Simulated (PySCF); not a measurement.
# SiO⁺: from constants to spectrum

UHF-CCSD(T) constants of SiO⁺, ²Σ⁺ (doublet), unpaired electrons σ ↑ (basis Si pcseg-2, O pcseg-2; no relativity; PySCF 2.14; masses 27.9769 and 15.9949 u):

* ωe: 1149.6 cm⁻¹
* ωexe: 6.89 cm⁻¹
* Be: 0.70967 cm⁻¹
* αe: 0.00550 cm⁻¹
* De to Si⁺ + O: 4.61 eV

Question: What force constant and bond length do these constants imply?

Answer: Reduced mass μred = 10.177 u; k = 5.8918×10⁻⁷·μred·ωe² (u, cm⁻¹, mdyn/Å) = 7.92 mdyn/Å; Re = √(16.8576/(μred·Be)) (u, cm⁻¹, Å) = 1.528 Å.

Question: Estimate the centrifugal constant D from the Kratzer relation and find the Dunham coefficient a1.

Answer: D = 4Be³/ωe² = 1.08e-06 cm⁻¹; a1 = −1 − αeωe/(6Be²) = -3.09.

Correlated steps freeze 6 core orbitals. For an ion De counts to the pair picked by the measured ionisation energies or electron affinities, which need not be the lowest pair at this level. The CCSD T1 diagnostic is raised, a sign that a single reference may not be enough here. The state was picked by a PBE0 search and need not be the measured ground state.
